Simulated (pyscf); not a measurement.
PySCF, gas phase, ωB97X-D3(BJ)/def2-SVP geometries.

Task: Estimate by transition-state theory the rate constant of H₃C–Ga(CH₃)–SH (SMILES [CH3][Ga]([CH3])[SH]) + CH₄ (SMILES C) -> H₃C–Ga(CH₃)–CH₃ (SMILES [CH3][Ga]([CH3])[CH3]) + H₂S (SMILES S) (singlet surface; Ga–S, C–H broken, C–Ga, H–S formed) at 900 K, with ωB97M-D3(BJ)/def2-TZVP energies (ideal gas, 1 atm, RRHO with modes under 100 cm⁻¹ raised to 100, one conformer, R ln 2 for rigid chiral ones; no tunnelling).

Result: The electronic barrier is 41.9 kcal/mol and the thermal terms add +26.1, so ΔG‡ = 68.1 kcal/mol. With k_BT/h = 1.88e+13 s⁻¹ and RT = 1.788 kcal/mol, and a volume of 1.23e-19 cm³ per molecule at 1 atm, k = 6.7e-23 cm³ molecule⁻¹ s⁻¹. Wigner's tunnelling factor for 1249i cm⁻¹ would be 1.17. A shift of 1 kcal/mol in the barrier changes k by a factor 1.7. On the product side the descent ends in an adduct with a Ga–S contact, 11.2 kcal/mol under the separated species and 20.0 kcal/mol under the saddle at ωB97X-D3(BJ)/def2-TZVP. What is counted as broken (Ga–S) persists as a longer contact in the product adduct; parting that adduct is a step of its own. This is the saddle that the search found; another between the same sides may lie lower. Elements up to Kr have no core potential and no relativistic terms here.
